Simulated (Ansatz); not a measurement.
Compounds of B with 3 ligands, in which Cl is traded for F. Quantity: electronic atomisation energy to ground-state atoms, in kcal/mol. Geometries: B3LYP-D3(BJ)/def2-TZVP minima from Ansatz (a quantum-chemistry and plane-wave program). Correlated levels leave the core frozen unless marked. Open shells are spin-unrestricted. No spin-orbit coupling. No relativistic terms. Basis-set limits of correlation are two-point, X^-3; Hartree-Fock from the larger set. The first level has limits of its own: it lacks core correlation, which all-electron functionals hold.

```csv
n(F),species (SMILES),"CCSD(T)/CBS(cc-pV(T+d)Z,cc-pV(Q+d)Z) (Ansatz)",PBE/def2-TZVPD (Ansatz),r2SCAN-D4/def2-TZVPD (Ansatz + dftd4)
0,ClB(Cl)Cl,323.7,335.8,333.1
1,FB(Cl)Cl,371.2,383.5,378.9
2,FB(F)Cl,?,?,?
3,FB(F)F,469.5,480.0,471.8
```

Question: Fit a straight line through the known rows at each level by least squares, predict the withheld row (n(F) = 2), and compare with the run.

Answer: 
- The known rows have mean n(F) = 1.33333 and Σ(n(F) - mean)² = 4.6667.
- CCSD(T)/CBS(cc-pV(T+d)Z,cc-pV(Q+d)Z): mean 388.133, Σ(n(F) - mean)(y - mean) = 227.167, slope 48.678 kcal/mol a step; the line gives 388.133 + (48.678)×(2 - 1.33333) = 420.6; the run gives 420.1, -0.5 from the line, whose largest residual on the known rows is 0.7.
- PBE/def2-TZVPD: mean 399.767, Σ(n(F) - mean)(y - mean) = 224.433, slope 48.092 kcal/mol a step; the line gives 399.767 + (48.092)×(2 - 1.33333) = 431.8; the run gives 431.8, +0.0 from the line, whose largest residual on the known rows is 0.2.
- r2SCAN-D4/def2-TZVPD: mean 394.600, Σ(n(F) - mean)(y - mean) = 215.900, slope 46.264 kcal/mol a step; the line gives 394.600 + (46.264)×(2 - 1.33333) = 425.4; the run gives 425.3, -0.1 from the line, whose largest residual on the known rows is 0.3.
- PBE minus the first level along the series: +12.1, +12.3, +11.7, +10.5 kcal/mol.
